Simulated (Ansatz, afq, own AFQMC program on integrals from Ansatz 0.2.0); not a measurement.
**Where AFQMC and coupled cluster stand for AlGe⁺, singlet**

```yaml
atoms:
  - { symbol: Ge, position_ang: [0.0000, 0.0000, 0.0000] }
  - { symbol: Al, position_ang: [0.0000, 0.0000, 3.1299] }
```

Basis cc-pVDZ. Noble-gas cores (and the filled d shells of Ga–Kr and In–Xe) are frozen. AFQMC by an in-house program on the Cholesky factors that Ansatz 0.2.0 writes for its CCSD(T) run. ph-AFQMC/CISD is guided by a CISD state made of CCSD amplitudes; releasing the constraint for a short imaginary time cuts its bias at the price of noise, slowly where states lie close. Free AFQMC starts from the CCSD state and is never constrained. Its projection time is finite, and what remains of the start isn't in its error. Error bars are statistical, one sigma. No spin–orbit coupling.

Determinant: RHF, the one that the program's search chose, which needn't be the lowest solution. The geometry is a PBE0/def2-TZVP stationary point of this or a neighbouring charge and spin state.

Full CI on the same integrals is exact in this basis and with this determinant's frozen core.

Cautions: no relativity below Rb; no spin-orbit coupling; inner d shell frozen; another spin lies lower (by 475 meV); restricted determinant unstable towards unrestricted (UHF 749 meV lower, ⟨S²⟩ 1.07); CCSDTQ on the UHF determinant differs (462 meV lower), perhaps since the unrestricted series falls towards higher spin.

```
T1 diagnostic                               : 0.0150
weight of the determinant in the CISD state : 0.848
size of the correlated space                : 6 electrons in 26 orbitals
```

| level | correlation energy (eV) |
| --- | --- |
| MP2 | -2.2382 |
| CCSD | -3.1993 |
| CCSD(T) | -3.2777 |

(1) Estimate where full CI lies against CCSD(T) on the same integrals.

(1) 0.95 kcal/mol below CCSD(T).

Reference: full CI, correlation energy -3.319 eV. The released energy is read at 2.40 1/Eh (meV from the phaseless value at times in 1/Eh: 6 ± 9 at 0.24, 0 ± 9 at 0.51, 4 ± 8 at 0.99, -3 ± 8 at 1.62, -4 ± 10 at 2.40).

| level | E − E(reference) (kcal/mol) | share of correlation (%) |
| --- | --- | --- |
| CCSD(T) | 0.95 | 98.76 |
| CCSDT | 0.35 | 99.54 |
| CCSDT(Q) | 0.12 | 99.85 |
| CCSDTQ | 0.01 | 99.98 |
| ph-AFQMC/CISD | 0.32 ± 0.17 | 99.59 |
| released AFQMC | 0.22 ± 0.23 | 99.71 |
| free AFQMC | 0.17 ± 0.18 | 99.78 |

CCSDT and higher add their correlation energy to the determinant of the CCSD(T) run, since their own runs factorise the integrals more tightly (a shift of under 2 meV). Free projections are given only where their last times agree within the noise and don't stop above the reference; a slow remainder of the start can still hide under it. A walk keeps the symmetry of its determinant, which the program's search chose and which needn't be the lowest solution, so a lower state of the same spin and another symmetry isn't excluded. Released energies are given only where the last usable release times agree within the noise; a slower fall can still hide under it.
